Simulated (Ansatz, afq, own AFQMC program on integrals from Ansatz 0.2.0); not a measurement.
Two steps: Ansatz 0.2.0 writes the Fock matrix and Cholesky factors of the valence space, and afq projects on them the lowest state that overlaps trial and start.

```yaml
crystal:
  periodic: [false, false, false]
  atoms:
    - {symbol: O, position_ang: [-1.237943, -0.025232, 0.000000]}
    - {symbol: H, position_ang: [-1.487252, 0.901344, 0.000000]}
    - {symbol: H, position_ang: [0.007057, -0.025232, 0.000000]}
    - {symbol: F, position_ang: [1.121057, -0.025232, 0.000000]}
basis:
  gaussian: {orbitals: cc-pVTZ}
magnetization: {spin_polarized: true, initial_magnetization: 1}
correlation: {method: ccsd_t, electrons: outside_noble_gas, hamiltonian_folder: ham}
```

```sh
$ ansatz run in.yaml --threads 1 --pin off --events-out ev --progress --plain --max-ram 16896MiB --backend cuda --devices 0, --max-vram 18GiB
```

afq runs on the folder ham with

```
--method phaseless --trial cisd --walkers 1400 --populations 20 --least-time 60 --time-step 0.005 --steps-per-block 50 --equilibration-blocks 28 --max-blocks 4000 --target-error 0.00023 --factor-cut 1e-05 --start spin_pure --seed 8936 --release-times 0.24,0.51,0.99,1.5 --release-step 0.03 --release-every 4 --taylor-order 6
```

Times are imaginary, in 1/Eh. The walk had a cap of 167 s. With eight or more populations the least sampling time is a fifth of least-time, and the error comes from their spread.

Log:

```
orbitals 86  electrons 8 7  factors 536 of 537
reference energy -175.44657961 Eh
CCSD correlation -0.49604898 Eh in 14 cycles, weight of the determinant in the CISD state 0.8999
energy of the start -175.942296 Eh
 block  time / (1/Eh)  mean weight  energy / Eh
     1     0.250  1.0002  -175.941836
     2     0.500  1.0004  -175.949224
     3     0.750  1.0007  -175.953073
     4     1.000  1.0001  -175.953665
     5     1.250  1.0000  -175.953262
     9     2.250  1.0002  -175.953449
    15     3.750  0.9989  -175.956531
    23     5.750  1.0007  -175.958901
    31     7.750  1.0016  -175.956652
    39     9.750  0.9991  -175.956231
    47    11.750  1.0009  -175.955577
    55    13.750  1.0004  -175.956009
    63    15.750  0.9999  -175.956781
    71    17.750  0.9992  -175.952330
    77    19.250  0.9993  -175.962371
    79    19.750  1.0005  -175.953519
    87    21.750  1.0009  -175.950634
error from the spread of 20 populations
released: time / (1/Eh)  energy / Eh  error  mean overlap
  0.24  -175.956738  0.000381  1.0022
  0.51  -175.957371  0.000490  0.9994
  0.99  -175.958061  0.000765  0.9875
  1.50  -175.960086  0.001274  0.9634
energy -175.956225 +/- 0.000398 Eh
(rows thinned)
```

The run passed its tests (sampling time, drift between the halves within three errors, error under three times the target), which doesn't prove that it has relaxed, ending at its cap on processor time.

Against this walk (error 10.8 meV) on the same determinant: CCSD(T) 8.7 meV higher (within the noise). The error is statistical and leaves out the bias of the constraint. None of these is a sure reference here. The released energies are still falling (meV from the phaseless value at times in 1/Eh: -14 ± 10 at 0.24, -31 ± 13 at 0.51, -50 ± 21 at 0.99, -105 ± 35 at 1.50), so they give no level.

Cautions: constraint bias not in the error; error above the target (10.8 against 6.3 meV).

The walk took 2.8 min on 1 × NVIDIA H100 80GB HBM3 with 2 threads of AMD EPYC 7R13 Processor (Zen 3), with other jobs on the host (the card was shared). The log's last line is the phaseless energy.

A walk keeps the symmetry of its determinant, which the program's search chose and which needn't be the lowest solution, so a lower state of the same spin and another symmetry isn't excluded.
